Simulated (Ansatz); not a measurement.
An input meant for [S5]2- (S5²⁻) (charge -2, singlet).

```yaml
crystal:
  periodic: [false, false, false]
  atoms:
    - {symbol: S, position_ang: [1.162661, -1.994877, 2.306315]}
    - {symbol: S, position_ang: [0.580322, -1.745772, 0.315436]}
    - {symbol: S, position_ang: [-1.022363, -0.319009, 0.005646]}
    - {symbol: S, position_ang: [-0.518621, 1.764258, -0.315869]}
    - {symbol: S, position_ang: [-0.202000, 2.295400, -2.311528]}
basis:
  gaussian: {orbitals: pcseg-2, final_grid: {core_spheres: 1, valence_spheres: 1, degree: 5}}
total_charge: -2
hamiltonian: {xc: {name: r2SCAN}}
scf: {lower_state_search: full}
output: {forces: true}
```

```sh
$ ansatz run in.yaml --threads 4 --pin off --events-out ev --progress --plain --max-ram 3916MiB
```

Shortened log:

```
Functional definition: r2SCAN
1250 factors; their error is unknown
mean field evaluation 1: about -54170.5064 eV, gradient 4.4e1 eV
mean field evaluation 2: about -54086.4703 eV, gradient 1.6e2 eV
mean field evaluation 4: about -54176.2733 eV, gradient 1.2e1 eV
mean field evaluation 8: about -54154.5717 eV, gradient 1.8e2 eV
mean field evaluation 16: about -54167.9613 eV, gradient 3.6e-1 eV
mean field evaluation 32: about -54147.1489 eV, gradient 1.9e2 eV
mean field -54167.96200267 eV, -1990.6358872349 hartree, gradient 7.4e-5 eV, S^2 0.000000; 0 other end points of the search recorded, 0 dependent functions left out
reference -54167.96200299 eV, -1990.6358872467 hartree; 41, 41 occupied and 129, 129 virtual orbitals, 1250 factors
Total energy: -54167.96200299 eV, -1990.6358872467 hartree
Atom 0 at     1.162661    -1.994877     2.306315 Å, force    -3.803042     2.012360   -10.842633 eV/Å
Atom 1 at     0.580322    -1.745772     0.315436 Å, force    -1.908054     3.357588     8.811899 eV/Å
Atom 2 at    -1.022363    -0.319009     0.005646 Å, force     7.343778     2.331311    -0.046758 eV/Å
Atom 3 at    -0.518621     1.764258    -0.315869 Å, force     0.237014    -3.919417    -8.780169 eV/Å
Atom 4 at    -0.202000     2.295400    -2.311528 Å, force    -1.869695    -3.781842    10.857660 eV/Å
Dipole moment:    -0.367645    -0.115273     0.002327 e Å
```

Problem. What is wrong with this run?

Solution. The integration grid is far too coarse. The run converged. The result belongs to that input, not to the species as meant. The highest occupied level of an anion often lies above zero with these methods, and sets without diffuse functions describe the outer electron poorly.
